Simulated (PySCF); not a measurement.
Compound: C5H7N.
Structure used (PBE0-D3(BJ)/def2-SVP), in Å, numbered top down from 1:
```
atom  x, y, z in Å
C1     3.4157   -0.0166    0.2662
C2     2.2545   -0.3095    0.0643
C3     0.9019   -0.6788   -0.1719
C4    -0.1162    0.1929   -0.2799
C5    -1.5469   -0.1997   -0.4857
N6    -2.4396    0.1825    0.5955
H7     4.4412    0.2484    0.4448
H8     0.6984   -1.7531   -0.2725
H9     0.0936    1.2651   -0.1753
H10   -1.6103   -1.2908   -0.6343
H11   -1.9251    0.2555   -1.4181
H12   -2.4666    1.1961    0.6948
H13   -2.0843   -0.1781    1.4797
```

Linear response at PBE0/def2-SVPD (PySCF, frozen core in the response, non-relativistic).

Static isotropic polarisability: 75.20 au (11.14 Å³), principal values 51.1, 58.0, 116.5 au.

**Question.** What is the polarisability at 1064 nm and at the sodium D line?

**Answer.** 76.34 au at 1064 nm (+1.5 %), 79.20 au at 589.3 nm (+5.3 %). The rise at 589.3 nm is 3.52 times that at 1064 nm; a pure ω² law gives 3.26. The lowest singlet lies at 244 nm, shorter than both wavelengths.

**Question.** What is the isotropic C6 coefficient between two such molecules, C6 = (3/π)∫α(iω)² dω?

**Answer.** 1985 au (Eh·bohr⁶) by a ten-point quadrature over imaginary frequencies, which is 1190 eV·Å⁶ or 114 J·nm⁶/mol.

**Question.** Which effective excitation energy ω̄ makes London's formula C6 = (3/4)α²ω̄ exact here?

**Answer.** ω̄ = 4·C6/(3α²) = 0.468 Eh = 12.7 eV. A one-pole form α(ω) = α/(1 − ω²/ω̄²) fitted to the 1064 nm value gives 9.6 eV.

**Question.** The lowest 6 singlets have (eV, f): 5.07, 0.153; 5.38, 0.124; 5.64, 0.131; 6.05, 0.006; 6.50, 0.014; 6.96, 0.005. What share of the static polarisability do they carry in the sum over states α = Σ f/ω²?

**Answer.** 11.07 au, 14.7 % of α; the largest term, 4.40 au, is that of the state at 5.07 eV. Their oscillator strengths add up to 0.43. Higher states carry the rest.

**Question.** How anisotropic is the static polarisability, by Δα² = ½[(α1 − α2)² + (α2 − α3)² + (α3 − α1)²]?

**Answer.** Δα = 62.2 au, or 0.83 of the isotropic value.

**Question.** What molar refraction at the D line follows from R = (4π/3)·N_A·α′, with α′ the polarisability volume?

**Answer.** α′ = 11.74 Å³ gives R = 29.61 cm³/mol, for isolated, non-vibrating species.

**Question.** What three-body coefficient follows from the one-pole estimate C9 = (3/4)·α·C6?

**Answer.** 112000 au. This is an estimate from the two numbers above, not a computed integral.

**Question.** How many electrons N does the Slater–Kirkwood formula C6 = (3/4)·√N·α^(3/2) need to give this C6?

**Answer.** N = (4·C6/3)²/α³ = 16.5; the species has 44 electrons in all.

**Question.** What n − 1 at the D line would an ideal gas of it have at 273.15 K and 1 atm (2.6868 × 10¹⁹ cm⁻³), by n − 1 = 2π·N·α′?

**Answer.** 19.81 × 10⁻⁴, a formal value whether or not that pressure can be reached.

One conformer stands for the species.
